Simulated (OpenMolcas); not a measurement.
**AlNH2Cl (SMILES [NH2][Al][Cl]): levels of theory compared**

Aim: a comparison of 6 runs (UHF/3-21G, UB3LYP/6-31G*, UBHLYP/aug-cc-pVDZ, UBLYP/aug-cc-pVDZ, UM06-2X/aug-cc-pVDZ, UPBE/aug-cc-pVDZ) of AlNH2Cl. 

Program for the calculation: OpenMolcas 26.06.

### 1 The structure to begin with

The species is AlNH2Cl (5 atoms), meant as a doublet with charge 0. As SMILES, `[NH2][Al][Cl]`. Geometry: relaxed at PBE0-D4/def2-TZVP. This is one conformer, not always the lowest.

Bond lengths: N1–Al2 1.765 Å, Al2–Cl3 2.116 Å, N1–H4 1.007 Å, N1–H5 1.009 Å. Angles: N1–Al2–Cl3 116.7°, Al2–N1–H4 124.9°, Al2–N1–H5 124.1°, H4–N1–H5 111.0°.

### 2 Energy and gradient at UHF/3-21G (run 1)

Input file test.inp:

```
* AlClH2N Hartree-Fock

&GATEWAY
 BASLIB
 $CurrDir
 BASISSET
 N.3-21G....
 N1 -0.549400 0.461700 -0.232000 angstrom
 End of Basis
 BASISSET
 Al.3-21G....
 Al2 0.402600 -0.291600 1.049100 angstrom
 End of Basis
 BASISSET
 Cl.3-21G....
 Cl3 1.907000 -1.649700 0.440800 angstrom
 End of Basis
 BASISSET
 H.3-21G....
 H4 -1.293600 1.123300 -0.083500 angstrom
 H5 -0.416600 0.282700 -1.215900 angstrom
 End of Basis

&SEWARD

&SCF
 UHF
 SPIN
 2
 THRESHOLDS
 1e-10 1e-07 1e-07 1e-05
 PRORBITALS
 1

&ALASKA
```

The basis set 3-21G is read from a file made from the Basis Set Exchange's data (not shown).

On the command line:

```console
$ export MOLCAS_MEM=1860
$ pymolcas test.inp > test.log
```

What it wrote:

```text
--- Start Module: gateway ---
[...]
--- Stop Module: gateway /rc=_RC_ALL_IS_WELL_ ---
[...]
      Basis functions           39
[...]
--- Start Module: scf ---
[...]
       Convergence after  15 Iterations
[...]
::    Total SCF energy                               -753.2834277040
[...]
      Total spin, S                                     0.5020731953
[...]
      Total electronic charge=   39.000000
      Total            charge=   -0.000000
[...]
      Dipole Moment (debye):
      Origin of the operator (angstrom)=    0.8738   -0.7397    0.5023
                   X= -2.9287E+00               Y=  2.5924E+00               Z=  3.8410E-01           Total=  3.9301E+00
      Quadrupole Moment (debye*angstrom):
[...]
--- Stop Module: scf /rc=_RC_ALL_IS_WELL_ ---
--- Start Module: alaska ---
[...]
 *              Molecular gradients               *
 **************************************************
  Irreducible representation: a
 ------------------------------------------------------------------------------------------
                              X                       Y                       Z
 ------------------------------------------------------------------------------------------
  N1                2.02448205823202E-03   -1.40130436617181E-03    5.63519557235015E-03
  AL2               2.41007363182728E-02   -2.19936093451016E-02   -1.34612821759177E-02
  CL3              -2.45387445325296E-02    2.21995105949535E-02    1.06995346960108E-02
  H4               -2.65656822519222E-03    2.33161202188414E-03    1.90640665727160E-04
  H5                1.07009438122779E-03   -1.13620890557048E-03   -3.06408875817521E-03
 ------------------------------------------------------------------------------------------
--- Stop Module: alaska /rc=_RC_ALL_IS_WELL_ ---
[...]
```

It took 1.5 s on 1 thread of Intel Xeon 6975P-C (Granite Rapids), shared host; peak memory 0.37 GiB.

### 3 Energy and forces at UB3LYP/6-31G(d) (Cartesian functions) (run 2)

Input file test.inp:

```
* AlClH2N Kohn-Sham DFT
>>> EXPORT MOLCAS_PRINT=2

&GATEWAY
 BASLIB = $CurrDir
 COORD
 5
 angstrom
 N       -0.549400       0.461700      -0.232000
 Al       0.402600      -0.291600       1.049100
 Cl       1.907000      -1.649700       0.440800
 H       -1.293600       1.123300      -0.083500
 H       -0.416600       0.282700      -1.215900
 BASIS = 6-31Gs
 GROUP = NoSym

&SEWARD
 GRIDINPUT
 Grid=UltraFine
 End of Grid

&SCF
 UHF
 SPIN = 2
 KSDFT = B3LYP
 THRESHOLDS = 1e-10 1e-07 1e-07 1e-05
 PRORBITALS = 1 1

&ALASKA
```

The basis set 6-31G* is read from a file made from the Basis Set Exchange's data (not shown).

On the command line:

```console
$ export MOLCAS_MEM=1860
$ pymolcas test.inp > test.log
```

What it wrote:

```text
--- Start Module: gateway ---
[...]
--- Stop Module: gateway /rc=_RC_ALL_IS_WELL_ ---
[...]
      Basis functions           57
[...]
--- Start Module: scf ---
[...]
       Convergence after  14 Iterations
[...]
::    Total KS-DFT energy                            -758.6471659674
[...]
      Total spin, S                                     0.5007860877
[...]
      Total electronic charge=   39.000000
      Total            charge=   -0.000000
[...]
      Dipole Moment (debye):
      Origin of the operator (angstrom)=    0.8738   -0.7397    0.5023
                   X= -2.0605E+00               Y=  1.7923E+00               Z= -2.2472E-01           Total=  2.7401E+00
      Quadrupole Moment (debye*angstrom):
[...]
--- Stop Module: scf /rc=_RC_ALL_IS_WELL_ ---
[...]
--- Start Module: alaska ---
[...]
 *              Molecular gradients               *
 **************************************************
  Irreducible representation: a
 ------------------------------------------------------------------------------------------
                              X                       Y                       Z
 ------------------------------------------------------------------------------------------
  N1                1.02308427392561E-03   -8.03932912936567E-04    1.43538660778475E-03
  AL2               9.18127879106834E-04   -1.29565415682187E-03   -7.74267426713138E-03
  CL3              -5.22021649562454E-03    4.70235264137919E-03    1.99141462390617E-03
  H4                3.92135768794288E-03   -3.49822370199737E-03   -8.94591638110287E-04
  H5               -6.42353345352176E-04    8.95458130347970E-04    5.21046467352893E-03
 ------------------------------------------------------------------------------------------
--- Stop Module: alaska /rc=_RC_ALL_IS_WELL_ ---
[...]
```

Run time: 11 s. Hardware: 1 thread of Intel Xeon 6975P-C (Granite Rapids), shared host; peak memory 0.39 GiB.

Run 3 isn't shown in full; the table further down has it.

### 4 Energy and gradient at UBLYP/aug-cc-pVDZ (run 4)

Input file job.input:

```
&gateway
 baslib=$CurrDir
 coord
 5
 angstrom
 N       -0.549400       0.461700      -0.232000
 Al       0.402600      -0.291600       1.049100
 Cl       1.907000      -1.649700       0.440800
 H       -1.293600       1.123300      -0.083500
 H       -0.416600       0.282700      -1.215900
 basis=aug-cc-pVDZ
 group=NoSym

&seward
 gridinput
 Grid=UltraFine
 End of Grid

&scf
 uhf
 spin=2
 ksdft=BLYP
 thresholds=1e-10 1e-07 1e-07 1e-05
 prorbitals=1 1

&alaska
```

The basis set aug-cc-pVDZ is read from a file made from the Basis Set Exchange's data (not shown).

On the command line:

```console
$ export MOLCAS_MEM=1860
$ pymolcas job.input > job.log
```

What it wrote:

```text
--- Start Module: gateway ---
[...]
--- Stop Module: gateway /rc=_RC_ALL_IS_WELL_ ---
[...]
      Basis functions           95
[...]
--- Start Module: scf ---
[...]
       Convergence after  16 Iterations
[...]
::    Total KS-DFT energy                            -758.6413516172
[...]
      Total spin, S                                     0.5007683535
[...]
      Total electronic charge=   39.000000
      Total            charge=   -0.000000
[...]
      Dipole Moment (debye):
      Origin of the operator (angstrom)=    0.8738   -0.7397    0.5023
                   X= -1.6915E+00               Y=  1.4791E+00               Z= -6.0907E-02           Total=  2.2478E+00
      Quadrupole Moment (debye*angstrom):
[...]
--- Stop Module: scf /rc=_RC_ALL_IS_WELL_ ---
[...]
--- Start Module: alaska ---
[...]
 *              Molecular gradients               *
 **************************************************
  Irreducible representation: a
 ------------------------------------------------------------------------------------------
                              X                       Y                       Z
 ------------------------------------------------------------------------------------------
  N1                4.91767712503766E-03   -3.97119950249225E-03    5.35395351331402E-03
  AL2               9.32739361260815E-04   -2.13035906916659E-03   -2.06424583711140E-02
  CL3              -1.31842894698693E-02    1.18710051527202E-02    4.88424913250540E-03
  H4                8.63458007033957E-03   -7.65619642796489E-03   -1.32126290912915E-03
  H5               -1.30070708674035E-03    1.88674984681153E-03    1.17255186344449E-02
 ------------------------------------------------------------------------------------------
--- Stop Module: alaska /rc=_RC_ALL_IS_WELL_ ---
[...]
```

It took 33 s on 1 thread of Intel Xeon 6975P-C (Granite Rapids), shared host; peak memory 0.53 GiB.

Run 5 isn't shown in full; the table further down has it.

### 5 Energy and gradient at UPBE/aug-cc-pVDZ (run 6)

Input file struct.xyz:

```xyz
5

N     -0.549400     0.461700    -0.232000
Al     0.402600    -0.291600     1.049100
Cl     1.907000    -1.649700     0.440800
H     -1.293600     1.123300    -0.083500
H     -0.416600     0.282700    -1.215900
```

Input file calc.input:

```
>>> EXPORT MOLCAS_PRINT=2

&GATEWAY
  BasLib = $CurrDir
  Coord = struct.xyz
  Basis = aug-cc-pVDZ
  Group = NoSym

&SEWARD
  GridInput
  Grid=UltraFine
  End of Grid

&SCF
  UHF
  Spin = 2
  KSDFT = PBE
  Thresholds = 1e-10 1e-07 1e-07 1e-05
  PrOrbitals = 1

&ALASKA
```

The basis set aug-cc-pVDZ is read from a file made from the Basis Set Exchange's data (not shown).

On the command line:

```console
$ export MOLCAS_MEM=1860
$ pymolcas calc.input > calc.log
```

What it wrote:

```text
--- Start Module: gateway ---
[...]
--- Stop Module: gateway /rc=_RC_ALL_IS_WELL_ ---
[...]
      Basis functions           95
[...]
--- Start Module: scf ---
[...]
       Convergence after  17 Iterations
[...]
::    Total KS-DFT energy                            -758.2693590575
[...]
      Total spin, S                                     0.5011770113
[...]
      Total electronic charge=   39.000000
      Total            charge=   -0.000000
[...]
      Dipole Moment (debye):
      Origin of the operator (angstrom)=    0.8738   -0.7397    0.5023
                   X= -1.6964E+00               Y=  1.4771E+00               Z= -1.6085E-01           Total=  2.2551E+00
      Quadrupole Moment (debye*angstrom):
[...]
--- Stop Module: scf /rc=_RC_ALL_IS_WELL_ ---
[...]
--- Start Module: alaska ---
[...]
 *              Molecular gradients               *
 **************************************************
  Irreducible representation: a
 ------------------------------------------------------------------------------------------
                              X                       Y                       Z
 ------------------------------------------------------------------------------------------
  N1                4.04743323063128E-03   -3.24657352922086E-03    4.75474155640909E-03
  AL2              -2.84753784590031E-04   -9.23319091350905E-04   -1.84585973542717E-02
  CL3              -1.05766584267322E-02    9.53555376590742E-03    4.12202306434795E-03
  H4                8.24551011977626E-03   -7.32720734166259E-03   -1.51305895044783E-03
  H5               -1.43153113909597E-03    1.96154619633185E-03    1.10948916839186E-02
 ------------------------------------------------------------------------------------------
--- Stop Module: alaska /rc=_RC_ALL_IS_WELL_ ---
[...]
```

Wall time 35 s (1 thread of Intel Xeon 6975P-C (Granite Rapids), shared host); peak memory 0.53 GiB.

### 6 All runs side by side

```
run                                level  Cartesian functions  integration grid  energy (Eh)  dipole moment (D)  HOMO energy (eV)  LUMO energy (eV)  wall time
  1                            UHF/3-21G                   no                 –  -753.283428               3.93             -8.83              0.55      1.5 s
  2  UB3LYP/6-31G* (Cartesian functions)                  yes         UltraFine  -758.647166               2.74             -5.83             -2.94       11 s
  3                   UBHLYP/aug-cc-pVDZ                   no         UltraFine  -758.635989               2.37             -7.07             -2.10       32 s
  4                    UBLYP/aug-cc-pVDZ                   no         UltraFine  -758.641352               2.25             -5.00             -3.56       33 s
  5                  UM06-2X/aug-cc-pVDZ                   no         UltraFine  -758.604801               2.38             -6.99             -4.60       40 s
  6                     UPBE/aug-cc-pVDZ                   no         UltraFine  -758.269359               2.26             -5.19             -3.56       35 s
```

### 7 Summary of results

| quantity | value |
| --- | --- |
| run 6: total energy | -758.26936 Eh |
| run 6: dipole moment | 2.26 D |
| run 6: HOMO energy (highest over α and β) | -5.19 eV |
| run 6: LUMO energy (lowest over α and β) | -3.56 eV |
| run 6: ⟨S²⟩ | 0.752 |
| run 6: largest force on an atom | 0.950 eV/Å |

What this shows: The dipole moment (its size) runs from 2.25 D (UBLYP/aug-cc-pVDZ) to 3.93 D (UHF/3-21G). The two ends differ in method and basis. Totals of different functionals can't be ranked against each other. All runs together took 2.5 min, the longest 40 s.
